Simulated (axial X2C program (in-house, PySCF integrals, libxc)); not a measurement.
## Which molecule has these constants?

All values come from calculations with an axial X2C code built on PySCF integrals, spin-free (one-electron X2C) or two-component (2c: spin–orbit coupling with atomic mean-field Coulomb and Gaunt terms, which also bring small scalar terms), in Dyall basis sets with cores contracted in-house; open shells are unrestricted.

A two-component PBE0 calculation in a Dyall 3-zeta basis gave Re = 2.132 Å, ωe = 402.0 cm⁻¹, De = 1.72 eV, Ω = 2.

Question: Which molecule is it?
A. OH⁻
B. NaO⁻
C. LiO⁻

Answer: B. The others have LiO⁻ 1.739 Å and 705.0 cm⁻¹ (Ω = 2); OH⁻ 0.962 Å and 3817.3 cm⁻¹ (Ω = 0).

Each entry is the lowest single determinant of a limited PBE0 search at one distance. De goes to single-determinant-based atoms at the same level (for ions the charge split of lowest energy) and is withheld (n/a) where an atom does not fit its ground term or J level. Main or longest-lived isotopes. One determinant is a doubtful description, or other states lie close, for NaO⁻, LiO⁻; these need not be ground states, and all values refer to the states named. Some open-shell Ω = 0 determinants are out of reach, so the Ω given for NaO⁻, LiO⁻ need not be the lowest component. With several unpaired electrons the Ω given is that of one determinant, not necessarily of the lowest component. Some light 2c atoms are not at their ground J level, so De misses part of their lowering (0.04 eV or less). The functionals have no current term, which raises determinants with orbital currents.
